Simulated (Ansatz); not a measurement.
Molecule (SMILES): [O]N=O, doublet.
Atoms: N1, O2, O3. Bonds: N1-O2, N1-O3.

Basis-set convergence of the lowest harmonic wavenumber at PBE with Ansatz (an electronic-structure program). Each level at its own minimum, finite differences of forces, unscaled; the reference is a large set that could be run, not a limit. All functions are spherical. Open shells are unrestricted. No added dispersion term, no relativity. Reference: the value in def2-QZVPP, 744 cm⁻¹, itself unsure by roughly 2 cm⁻¹ (its mean distance from cc-pVQZ, aug-pcseg-2, aug-cc-pVTZ). Deviations are taken from unrounded values.

```json
[
 {"basis": "cc-pVDZ", "functions": "42", "lowest harmonic wavenumber (cm⁻¹)": "736"},
 {"basis": "aug-cc-pVDZ", "functions": "69", "lowest harmonic wavenumber (cm⁻¹)": "731"},
 {"basis": "def2-SVP", "functions": "42", "lowest harmonic wavenumber (cm⁻¹)": "751"},
 {"basis": "def2-SVPD", "functions": "66", "lowest harmonic wavenumber (cm⁻¹)": "745"},
 {"basis": "pcseg-1", "functions": "42", "lowest harmonic wavenumber (cm⁻¹)": "736"},
 {"basis": "aug-pcseg-1", "functions": "69", "lowest harmonic wavenumber (cm⁻¹)": "735"},
 {"basis": "6-311G**", "functions": "54", "lowest harmonic wavenumber (cm⁻¹)": "744"},
 {"basis": "6-311+G**", "functions": "66", "lowest harmonic wavenumber (cm⁻¹)": "742"},
 {"basis": "cc-pVTZ", "functions": "90", "lowest harmonic wavenumber (cm⁻¹)": "742"},
 {"basis": "aug-cc-pVTZ", "functions": "138", "lowest harmonic wavenumber (cm⁻¹)": "741"},
 {"basis": "pcseg-2", "functions": "90", "lowest harmonic wavenumber (cm⁻¹)": "742"},
 {"basis": "aug-pcseg-2", "functions": "138", "lowest harmonic wavenumber (cm⁻¹)": "741"},
 {"basis": "def2-TZVPP", "functions": "93", "lowest harmonic wavenumber (cm⁻¹)": "743"},
 {"basis": "def2-TZVPPD", "functions": "117", "lowest harmonic wavenumber (cm⁻¹)": "742"}
]
```

What the diffuse functions change, pair by pair:
- cc-pVDZ to aug-cc-pVDZ: 27 more functions, deviation -8 to -12 cm⁻¹
- def2-SVP to def2-SVPD: 24 more functions, deviation 7 to 1 cm⁻¹
- pcseg-1 to aug-pcseg-1: 27 more functions, deviation -8 to -9 cm⁻¹
- 6-311G** to 6-311+G**: 12 more functions, deviation 0 to -2 cm⁻¹
- cc-pVTZ to aug-cc-pVTZ: 48 more functions, deviation -2 to -3 cm⁻¹
- pcseg-2 to aug-pcseg-2: 48 more functions, deviation -2 to -3 cm⁻¹
- def2-TZVPP to def2-TZVPPD: 24 more functions, deviation -1 to -2 cm⁻¹

They bring the value nearer the reference by more than 2 cm⁻¹ in 1 of 7 pairs.
